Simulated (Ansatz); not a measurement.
AlS (`[Al]=[S]`) radical. Total charge 0; spin multiplicity 2.

Z-matrix (Å, degrees):
```
Al
S 1 2.031
```

**Question.** List the harmonic frequencies (cm⁻¹, unscaled) at PBE0-D4/def2-TZVP in Ansatz. (Best estimate.)

**Answer.** The calculation gave: 620.

**Question.** Is this a minimum?

**Answer.** Yes, all 1 modes are real.
